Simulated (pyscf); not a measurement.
Single points on ωB97X-D3(BJ)/def2-SVP structures (PySCF, gas phase).

**Question.** PBE/def2-TZVP puts the barrier of SiH₄ (SMILES [SiH4]) + F–F (SMILES FF) → F–SiH₃ (SMILES F[SiH3]) + HF (SMILES F) (four-centre exchange; singlet surface; H–Si, F–F broken, F–Si, F–H formed) at -25.9 kJ/mol and the reaction energy at -612.7 kJ/mol, from the separated reactants. What do PBE0-D3(BJ)/def2-TZVP, M06-2X/def2-TZVP, ωB97M-D3(BJ)/def2-TZVP give on the same structures?

**Answer.** PBE0-D3(BJ): ΔE‡ = 40.0 kJ/mol, ΔE = -643.8 kJ/mol; M06-2X: ΔE‡ = 86.3 kJ/mol, ΔE = -676.6 kJ/mol; ωB97M-D3(BJ): ΔE‡ = 76.1 kJ/mol, ΔE = -650.0 kJ/mol. PBE's barrier lies under all of them, by 65.9 to 112.2 kJ/mol. Its reaction energy lies over all of them, by 31.1 to 63.9 kJ/mol. Low barriers are usual for a GGA, whose delocalisation error favours stretched bonds. At PBE this geometry lies under the reactants; that is no barrier but a single point on another level's saddle; such a level's own saddle, if it has one, lies nearer that side and is low. At the saddle there is also a short F–Si contact that neither side keeps. This is the saddle that the search found; another between the same sides may lie lower. One closed-shell reference is unstable to symmetry breaking; treat the single-reference values with care.
